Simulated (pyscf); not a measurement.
## Routes from H₂B–OH + HCl

Candidate steps break at most two bonds and form at most two. Each was searched with GFN2-xTB (tblite) first. PySCF, gas phase, ωB97X-D3(BJ)/def2-SVP geometries. MP2 and CC: frozen core, UHF for open shells. ΔMP2 is the change of the MP2 total energy from the triple- to the quadruple-zeta basis. Energies: CCSD(T)/def2-TZVPP + ΔMP2(QZVPP), kJ/mol, from the separated reactants, singlet surface.

```json
[
 {"products": "H₂B–Cl + H₂O", "type": "four-centre exchange", "ΔE‡": "77.0", "ΔE": "+46.1", "ΔG‡ 298 K": "114.8", "ΔG‡ 900 K": "198.1", "ν‡ (cm⁻¹)": "1120i"},
 {"products": "H₂B–OH + HCl", "type": "four-centre exchange", "ΔE‡": "139.1", "ΔE": "0.0", "ΔG‡ 298 K": "173.4", "ΔG‡ 900 K": "252.7", "ν‡ (cm⁻¹)": "1301i"}
]
```

Row 1: On the reactant side the descent ends in a complex, 19.6 kJ/mol under the separated species and 89.0 kJ/mol under the saddle at ωB97X-D3(BJ)/def2-TZVP. On the product side the descent ends in an adduct with a B–O contact, 61.3 kJ/mol under the separated species and 82.7 kJ/mol under the saddle at ωB97X-D3(BJ)/def2-TZVP. Row 2: On the reactant side the descent ends in a complex, 19.5 kJ/mol under the separated species and 152.7 kJ/mol under the saddle at ωB97X-D3(BJ)/def2-TZVP. On the product side the descent ends in a complex, 19.5 kJ/mol under the separated species and 152.7 kJ/mol under the saddle at ωB97X-D3(BJ)/def2-TZVP. 

Plain bond fissions and candidates not yet searched are not listed, and one of them may be faster. Each barrier is that of the saddle found; lower ones may exist. The CCSD(T) − MP2 part came from Ansatz, without density fitting, on the same reference.
